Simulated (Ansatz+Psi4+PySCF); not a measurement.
doublet CHP(+): levels of theory in one basis

```yaml
atoms:
  - { symbol: H, position_ang: [-0.0034, 0.0049, -0.0017] }
  - { symbol: C, position_ang: [0.5769, -0.8454, 0.2968] }
  - { symbol: P, position_ang: [1.4187, -2.0789, 0.7299] }
```

Basis set: cc-pVTZ on H, C; cc-pV(T+d)Z on P (spherical functions). Left uncorrelated: 6 orbitals. Correlation on ROHF uses semicanonical orbitals with singles. Charge 1, multiplicity 2.

Computed with Ansatz (development build ahead of 0.2.0) and Psi4 1.11; each method stands on the lowest determinant of its kind that the runs found.

| method | E − E(ROHF) (eV) | <S²> of the determinant |
| --- | --- | --- |
| ROHF | 0.00 | 0.75 |
| UHF | -0.14 | 0.97 |
| ROHF-MP2 | -6.58 | – |

Q: What does UHF-MP2 give on the same scale?

A: -6.23 eV.

Caution for UHF, UHF-MP2: the unrestricted determinant is spin contaminated.
